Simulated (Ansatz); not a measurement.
A nudged elastic band was laid between two geometries of ClH + H4OSi (8 atoms, charge 0, multiplicity 1).

Level of theory: RKS PBE-D4/def2-SVP in Ansatz.

| Quantity | Value |
| --- | --- |
| movable images | 7 |
| climbing image | yes |
| spring | 5.0 eV/Å² |
| optimiser | quadratic models (default) |
| start path | through a guess of the saddle point |
| force threshold | 0.05 eV/Å |
| iteration limit | 10 |
| end points | relaxed |

First end point:

```xyz
8
Properties=species:S:1:pos:R:3
Si -0.180 0.197 -0.051
O -0.009 -0.050 1.630
H -0.841 -0.139 2.129
H 1.216 0.332 -0.565
H -0.961 1.459 -0.297
H -0.893 -0.952 -0.707
Cl 1.688 -2.600 1.613
H 1.014 -1.479 1.822
```

Last end point:

```xyz
8
Properties=species:S:1:pos:R:3
Si 0.406 -0.166 -0.385
O -0.611 -0.251 2.426
H -1.178 -1.042 2.353
H 0.958 -0.113 -1.782
H 0.420 1.202 0.213
H -0.958 -0.781 -0.435
Cl 1.718 -1.432 0.670
H 0.279 -0.648 2.514
```

Question: What changes between the two ends?

Answer: Bonds broken: Si1–O2, Cl7–H8. Bonds formed: Si1–Cl7, O2–H8. ClH + H4OSi becomes ClH3Si + H2O.

Question: What energy profile does the band end with?

Answer: The run ended unconverged. The highest image is number 4 of 0 to 8, 0.73 eV above the first end and 0.78 eV above the last; the last end lies 0.05 eV below the first. The band didn't meet its force threshold, so its energies are provisional: the largest band force was still 0.20 eV/Å, and over the last iterations the top moved between 0.73 and 0.77 eV. The orbitals stay closed-shell, which can raise the energy where a bond breaks towards radicals; this wasn't checked here.

```tsv
image	path coordinate (Å)	energy (eV)	Si1–O2 (Å)	Cl7–H8 (Å)	Si1–Cl7 (Å)
0	0.00	0.00	1.71	1.33	3.75
1	0.42	0.02	1.72	1.33	3.42
2	0.84	0.20	1.75	1.37	3.04
3	1.26	0.59	1.83	1.54	2.71
4	1.68	0.73	1.96	1.83	2.45
5	2.34	0.61	2.24	2.11	2.23
6	3.01	0.25	2.63	2.29	2.13
7	3.67	0.00	2.92	2.42	2.11
8	4.34	-0.05	2.99	2.47	2.11
```

The band took 10 iterations and roughly 3 core-minutes.

Time of the run: 3.2 min on 1 thread of Arm Neoverse N1, with other jobs on the host, peak memory 0.12 GiB.
